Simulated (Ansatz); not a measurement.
# C3H5N: the cost of one run

Program: Ansatz 0.2.0, driven from Python. The levels of theory stand in the script. These are calculated values, not measurements.

## (1) The system

Bond lengths: C1–C2 1.403 Å, C2–C3 1.279 Å, C2–N4 1.302 Å, C3–N4 1.257 Å, C1–H5 1.147 Å, C1–H6 1.146 Å, C1–H7 1.083 Å, C3–H8 1.099 Å, N4–H9 1.073 Å. Angles (14 of 15 angles, heavy atoms first): C1–C2–C3 158.5°, C1–C2–N4 143.0°, C3–C2–N4 58.3°, C2–C3–N4 61.8°, C2–N4–C3 59.9°, C2–C1–H5 110.8°, C2–C1–H6 111.7°, C2–C1–H7 115.8°, C2–C3–H8 149.7°, N4–C3–H8 147.5°, C2–N4–H9 116.8°, C3–N4–H9 118.1°, H5–C1–H6 103.1°, H5–C1–H7 107.6°.

No structure file is read: the coordinates are typed or built in the script.

## (2) The code

Input file c3h5n_methods.py:

```python
from dataclasses import dataclass
import logging
import sys
import warnings

import ansatz as az

logging.basicConfig(stream=sys.stdout, format="%(levelname)s:%(name)s:%(message)s")
log = logging.getLogger("calc")
log.setLevel(logging.INFO)


@dataclass
class Options:
    basis: str = "def2-SVP"


settings = Options()

GEOMETRY = """
C     0.18750    0.96240   -0.74550
C    -0.01060   -0.23000   -0.03380
C     0.26770   -1.36100    0.49470
N    -0.86840   -0.86710    0.70990
H    -0.52590    1.02500   -1.64180
H    -0.09730    1.88100   -0.12200
H     1.19180    1.13000   -1.11400
H     1.00850   -2.13050    0.75400
H    -1.06470   -0.45610    1.68150
"""

warnings.simplefilter("ignore", az.DeckWarning)

system = az.Crystal.molecule()
for line in GEOMETRY.strip().splitlines():
    symbol, *xyz = line.split()
    system = system.atom(symbol, [float(v) for v in xyz])

job = system.calculation().basis(gaussian=settings.basis)

methods = ["mp2", "ccsd", "ccsd_t"]
reports = [job.correlation(m).run().report for m in methods]
log.info(f"Hartree-Fock reference {reports[0]['reference_energy_ev'] / 27.211386246:.6f} Ha")
best = reports[-1]["free_energy_ev"] - reports[-1]["reference_energy_ev"]
for method, each in zip(methods, reports):
    gained = each["free_energy_ev"] - each["reference_energy_ev"]
    log.info(f"{method:8s} total {each['free_energy_ev'] / 27.211386246:.6f} Ha  correlation {gained:9.4f} eV  ({100 * gained / best:.1f} % of the last)")
```

## (3) The calls as engine input

The package turns the script's settings into the engine's input (first run):

```yaml
crystal:
  periodic: [false, false, false]
  atoms:
    - { symbol: C, position_ang: [0.1875, 0.9624, -0.7455] }
    - { symbol: C, position_ang: [-0.0106, -0.23, -0.0338] }
    - { symbol: C, position_ang: [0.2677, -1.361, 0.4947] }
    - { symbol: "N", position_ang: [-0.8684, -0.8671, 0.7099] }
    - { symbol: H, position_ang: [-0.5259, 1.025, -1.6418] }
    - { symbol: H, position_ang: [-0.0973, 1.881, -0.122] }
    - { symbol: H, position_ang: [1.1918, 1.13, -1.114] }
    - { symbol: H, position_ang: [1.0085, -2.1305, 0.754] }
    - { symbol: H, position_ang: [-1.0647, -0.4561, 1.6815] }
basis:
  gaussian:
    orbitals: def2-SVP
correlation:
  method: mp2
```

## (4) Running it

On the command line:

```sh
$ python c3h5n_methods.py
```

Q: Estimate wall time and peak memory on 1 thread of Arm Neoverse V1, shared host.

About 10 s, with a peak of 0.32 GiB.
